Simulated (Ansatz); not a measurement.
Results of r²SCAN-D4 (PAW; Ansatz, a first-principles code) for white tin (β-Sn).

Run with plane-wave cutoff 500 eV, 26×26×26 k mesh, Fermi–Dirac smearing 0.1 eV, scalar-relativistic PAW data made under PBE.

Computed at the level's own relaxed cell.

Estimate the volume per atom, lattice parameter a and c axis length that the calculation returns.


- volume per atom: 27.23 Å³/atom
- lattice parameter a: 5.859 Å
- c axis length: 3.172 Å

Measured, for comparison: lattice constant a 5.831 Å, lattice parameter c 3.181 Å (293 K, not corrected to a static lattice; as tabulated in Wikipedia's data pages). Computed (rounded) less measured: lattice constant a +0.5 %, lattice parameter c -0.3 %.

Spin–orbit coupling is not included.

Computed values are for the static lattice.

It cost very roughly 9 core-minutes of CPU time.
